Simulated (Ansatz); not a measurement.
# C2H7NS: the cost of one run

Program: Ansatz 0.2.0. Level of theory: RKS revPBE-D4/def2-SVP. These are calculated values, not measurements.

1 further run of the same task is left out (it didn't finish).

### Step 1. Starting point

Bond lengths: N1–C2 1.421 Å, C2–C3 1.512 Å, C3–S4 1.791 Å, N1–H5 1.036 Å, N1–H6 1.090 Å, C2–H7 1.109 Å, C2–H8 1.049 Å, C3–H9 1.126 Å, C3–H10 1.130 Å, S4–H11 1.424 Å. Angles (14 of 16 angles, heavy atoms first): N1–C2–C3 110.4°, C2–C3–S4 115.8°, N1–C2–H7 108.7°, N1–C2–H8 111.2°, C3–C2–H7 108.7°, C3–C2–H8 109.5°, C2–N1–H5 112.5°, C2–N1–H6 109.4°, C2–C3–H9 109.7°, C2–C3–H10 109.6°, S4–C3–H9 108.4°, S4–C3–H10 109.2°, C3–S4–H11 93.7°, H7–C2–H8 108.3°.

Structure file:

```xyz
11

N    -0.3553    1.3652   -0.5425
C    -0.2442    0.4469    0.5356
C     0.8325   -0.5751    0.2477
S     0.5447   -1.6341   -1.1675
H    -0.5127    0.8926   -1.4504
H    -1.2610    1.9594   -0.4194
H     0.0334    1.0059    1.4524
H    -1.1545   -0.0445    0.7119
H     1.8218   -0.0563    0.1080
H     1.0013   -1.2162    1.1623
H    -0.6407   -2.2006   -0.6175
```

### Step 2. Relaxing end A

input.yaml

```yaml
crystal:
  periodic: [false, false, false]
  atoms:
    - { symbol: "N", position_ang: [-0.3553, 1.3652, -0.5425] }
    - { symbol: C, position_ang: [-0.2442, 0.4469, 0.5356] }
    - { symbol: C, position_ang: [0.8325, -0.5751, 0.2477] }
    - { symbol: S, position_ang: [0.5447, -1.6341, -1.1675] }
    - { symbol: H, position_ang: [-0.5127, 0.8926, -1.4504] }
    - { symbol: H, position_ang: [-1.261, 1.9594, -0.4194] }
    - { symbol: H, position_ang: [0.0334, 1.0059, 1.4524] }
    - { symbol: H, position_ang: [-1.1545, -0.0445, 0.7119] }
    - { symbol: H, position_ang: [1.8218, -0.0563, 0.108] }
    - { symbol: H, position_ang: [1.0013, -1.2162, 1.1623] }
    - { symbol: H, position_ang: [-0.6407, -2.2006, -0.6175] }
basis:
  gaussian: { orbitals: def2-SVP }
hamiltonian:
  xc: revpbe
  dispersion: d4
relax:
  f_tol: 0.015
  max_steps: 40
```

Launch:

```console
$ ansatz run input.yaml --threads 2 --pin off --max-ram 3072MiB --backend cpu --events-out ev --progress --plain --runs-dir out
```

What time and memory should one allow on 2 threads of Arm Neoverse V1, shared host?

About 12 s, with a peak of 0.13 GiB.
